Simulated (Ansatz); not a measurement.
[SiH$_{3}$···H···CH$_{3}$], doublet along the distance Si1-H5

Starting geometry:

```xyz
9

Si   -0.9346    0.0000    0.0000
H    -1.4294    1.3997    0.0000
H    -1.4294   -0.6999    1.2122
H    -1.4294   -0.6999   -1.2122
H     0.5501    0.0000    0.0000
C     1.9964    0.0000    0.0000
H     1.9964   -1.0800    0.0000
H     1.9964    0.5400    0.9353
H     1.9964    0.5400   -0.9353
```

From there H5 is moved from one fragment to the other while all else, the fragments' distance too, stays fixed; atoms are numbered as listed. Energies are in eV, counted from the starting geometry at the same level.

Basis cc-pVDZ; Ansatz 0.2.0. Correlated methods freeze the noble-gas cores. R marks a restricted (for open shells ROHF) determinant, U an unrestricted one. Active spaces: frontier = (9e, 9o) about the gap.

Runs in a small pair space aren't shown, since their orbitals change along the scan.

Full CI isn't at hand for all of this; UCCSDT(Q) serves as the reference, and is uncertain by about the last step of the cluster series. The frozen core follows each run's orbitals, which can shift R against U totals by a few meV.

| distance Si1-H5 (Å) | UCCSDT(Q) | error UHF | error RMP2 | error UMP2 | error RCCSD(T) | error RCCSDT(Q) | error MRCISD (frontier space) |
| --- | --- | --- | --- | --- | --- | --- | --- |
| 1.485 | 0.000 | 0.000 | 0.000 | 0.000 | 0.000 | 0.000 | 0.000 |
| 1.536 | -0.018 | 0.063 | -0.012 | 0.002 | 0.001 | 0.000 | 0.005 |
| 1.637 | -0.037 | 0.170 | -0.066 | -0.008 | 0.001 | 0.000 | 0.012 |
| 1.739 | -0.047 | 0.215 | -0.085 | -0.044 | 0.000 | 0.000 | 0.014 |
| 1.841 | 0.042 | 0.183 | -0.082 | -0.081 | -0.002 | 0.000 | 0.010 |

Errors are those of relative energies. In total energy the starting point itself misses UCCSDT(Q) by: UHF 8.769, RMP2 1.631, UMP2 1.654, RCCSD(T) 0.040, RCCSDT(Q) 0.001, MRCISD (frontier space) 0.662 eV.

Spread of the error over the points with a reference, to 1.841 Å (largest less smallest): RCCSDT(Q) 0.000, RCCSD(T) 0.002, MRCISD (frontier space) 0.014, UMP2 0.084, RMP2 0.085, UHF 0.215 eV.
